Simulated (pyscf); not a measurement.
This saddle point was located with ωB97X-D3(BJ)/def2-SVP in PySCF.

```xyz
6

Cl     0.6857     0.3243     0.9834
Zn    -1.1859    -0.9888     0.3259
Cl    -2.0267    -2.6907     1.2647
Se    -1.3297     0.6059    -1.5010
H     -0.0007     0.8499    -0.3039
H     -2.2598     1.4514    -0.7424
```

Surface: singlet, charge 0. Lowest wavenumbers (cm⁻¹): 738i, 82, 91, 193, 250.

Name the species on either side of this saddle.

Cl–Zn–Cl (SMILES [Cl][Zn][Cl]) + H₂Se (SMILES [SeH2]) <-> HCl (SMILES Cl) + Cl–Zn–SeH (SMILES [Cl][Zn][SeH]), a four-centre exchange read from left to right: Cl–Zn, H–Se broken and Cl–H, Se–Zn formed. At ωB97M-D3(BJ)/def2-TZVP it lies +7.0 kcal/mol from the left side and +2.7 kcal/mol from the right (each side as separated species at their lowest minima found). On the reactant side the descent ends in an adduct with a Se–Zn contact, 14.7 kcal/mol under the separated species and 17.0 kcal/mol under the saddle at ωB97X-D3(BJ)/def2-TZVP. On the product side the descent ends in a complex, 6.5 kcal/mol under the separated species and 6.1 kcal/mol under the saddle at ωB97X-D3(BJ)/def2-TZVP. What is counted as formed (Se–Zn) is already present as a longer contact in the reactant adduct; forming that adduct is a step of its own. At ωB97X-D3(BJ) the barrier from the zero used here is 2.3 kcal/mol. This is the saddle that the search found; another between the same sides may lie lower. Elements up to Kr have no core potential and no relativistic terms here.
